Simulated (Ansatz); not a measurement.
We consider hematite (α-Fe2O3), described by r²SCAN+rVV10 (Ansatz, an electronic-structure program, plane waves, PAW).

Run with plane-wave cutoff 560 eV, 8×8×8 k mesh, Fermi–Dirac smearing 0.01 eV, spin-polarised with opposed moments, scalar-relativistic PAW data made under PBE.

Cell (relaxed at this level):

```
CELL_PARAMETERS angstrom
      4.79225    -2.49867     0.00769
      4.79225     2.49867     0.00769
      3.48283     0.00000     4.13268
ATOMIC_POSITIONS crystal
  Fe 0.85575 0.85575 0.85575
  Fe 0.35575 0.35575 0.35575
  Fe 0.14425 0.14425 0.14425
  Fe 0.64425 0.64425 0.64425
  O  0.44264 0.05736 0.75000
  O  0.05736 0.75000 0.44264
  O  0.55736 0.94264 0.25000
  O  0.25000 0.55736 0.94264
  O  0.94264 0.25000 0.55736
  O  0.75000 0.44264 0.05736
```
Starting moments (μB, in the order of the record's atoms Fe Fe Fe Fe O O O O O O): 5.0 -5.0 5.0 -5.0 0.0 0.0 0.0 0.0 0.0 0.0.

**Question.** Estimate the smallest direct gap on the k points sampled, Γ–Γ gap, band gap, pressure derivative B′ of the bulk modulus and magnetic moment (largest site, within a sphere) that the calculation returns.

**Answer.** 
smallest direct gap on the k points sampled: 1.55 eV
Γ–Γ gap: 2.17 eV
band gap: 1.53 eV
pressure derivative B′ of the bulk modulus: 4.0
magnetic moment (largest site, within a sphere): 3.69 μB

Measured, for comparison: band gap 2.6 eV (temperature not stated, no zero-point or thermal correction, photoemission and inverse photoemission; as tabulated in Parkinson (2016), arXiv:1602.06774). Computed (rounded) less measured: band gap -1.07 eV.

Note: without U or exact exchange, gaps and moments of open d shells tend to come out too small; the bulk modulus comes from volumes at which shape and atoms were relaxed.

Moments are spin moments.

The computed numbers hold no vibrational or temperature effects.

Computing time: roughly 110 core-minutes.
